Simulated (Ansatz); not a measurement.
chloromethane (SMILES CCl) moved off its minimum; all values from Ansatz (a first-principles code), cores frozen in correlated methods.
(charge 0, multiplicity 1)
```xyz
5

C     -1.09956     0.03775    -0.04135
Cl     0.77262    -0.02185     0.14389
H     -1.38125    -0.74988    -0.82714
H     -1.46218    -0.35920     0.92007
H     -1.52517     1.02001    -0.20959
```

Forces at B3LYP/def2-TZVPP (eV/Å):

```csv
atom,Fx,Fy,Fz
C1,0.274,-2.364,0.059
Cl2,-1.445,0.395,-0.334
H3,0.515,1.528,0.936
H4,0.133,0.322,-0.384
H5,0.523,0.119,-0.277
```

Problem. Give the forces (eV/Å), the total energy and the dipole at CCSD(T)/aug-cc-pV(T+d)Z.

Solution. 
```
atom      Fx      Fy      Fz
----  ------  ------  ------
C1     0.442  -2.371   0.061
Cl2   -1.626   0.400  -0.355
H3     0.529   1.496   0.896
H4     0.130   0.293  -0.308
H5     0.525   0.183  -0.294
```
Energy -499.5696 hartree, dipole 2.08 D.
